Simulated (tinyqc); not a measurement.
Worked calculation: Hueckel theory of the pi electrons, for the molecule O=CN=O (SMILES; centres numbered as the heavy atoms are written). One step of it, computed by the program tinyqc.

Question. Energy, charges, bond orders. E = sum n x; q_r = z_r - P_rr; bond order p = P_rs; free valence = sqrt(3) - sum of p over the bonds of the atom.

x values: 2.150195  1.448563  0.130582  -1.229340

occupations: 2.000000  2.000000  0.000000  0.000000

charge and bond-order matrix P, lower triangle:
```
,1O,2C,3N,4O
1O,1.360483
2C,0.839050,0.639517
3N,0.118084,0.390004,0.834519
4O,-0.390004,0.118084,0.898092,1.165481
```

Centres:
```
centre,"z_r, pi electrons of the neutral centre",h
1O,1,1.000000
2C,1,0.000000
3N,1,0.500000
4O,1,1.000000
```

Bonds:
```
i,j,k
1,2,1.000000
2,3,1
3,4,1.000000
```

Give: pi energy = 4 alpha + this times beta; pi charges; Bond orders and lengths from R = 1.517 - 0.180 p; free valence of the carbons; gap between the highest filled and the next level.

Answer.

pi energy = 4 alpha + this times beta = 7.1975

pi charges: 1O -0.3605, 2C 0.3605, 3N 0.1655, 4O -0.1655

Bond orders and lengths from R = 1.517 - 0.180 p (angstrom, C-C alone):
```
bond,p,R
1-2,0.8391,-
2-3,0.3900,-
3-4,0.8981,-
```

free valence of the carbons: 2C 0.5030

gap between the highest filled and the next level = 1.3180 |beta|
